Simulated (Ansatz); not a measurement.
```yaml
crystal:
  periodic: [false, false, false]
  atoms:
    - {symbol: B, position_ang: [0.273654, 0.600639, -0.462383]}
    - {symbol: B, position_ang: [-0.270809, -0.601468, 0.462984]}
    - {symbol: H, position_ang: [-0.669772, -1.475905, 1.135488]}
    - {symbol: H, position_ang: [0.666927, 1.476734, -1.136089]}
basis:
  gaussian: {orbitals: def2-TZVP, fitting: {mean_field: def2-universal-jkfit}}
total_charge: 1
magnetization: {spin_polarized: true, initial_magnetization: 1}
hamiltonian: {xc: {name: r2SCAN0}, pseudopotentials: {relativity: none}}
```

```sh
$ ansatz run in.yaml --threads 4 --pin off --events-out ev --progress --plain --max-ram 3916MiB
```

Output, abridged:

```
Functional definition: r2SCAN0
186 factors; integrals over basis functions are off by at most 2.9e-1 eV
mean field evaluation 1: about -1370.8763 eV, gradient 1.0e1 eV
mean field evaluation 2: about -1371.4686 eV, gradient 2.8e0 eV
mean field evaluation 4: about -1371.5202 eV, gradient 1.0e-1 eV
mean field evaluation 8: about -1371.5209 eV, gradient 7.6e-4 eV
mean field evaluation 16: about -1371.5209 eV, gradient 4.2e-5 eV
mean field evaluation 32: about -1371.5209 eV, gradient 4.5e-2 eV
mean field -1371.52088659 eV, -50.4024629320 hartree, gradient 8.3e-7 eV, S^2 0.755880; 4 other end points of the search recorded, 0 dependent functions left out
reference -1371.52089903 eV, -50.4024633891 hartree; 6, 5 occupied and 68, 69 virtual orbitals, 186 factors
Total energy: -1371.52089903 eV, -50.4024633891 hartree
```

It took 2 s on 4 threads of AMD EPYC 9R45 on a shared host.
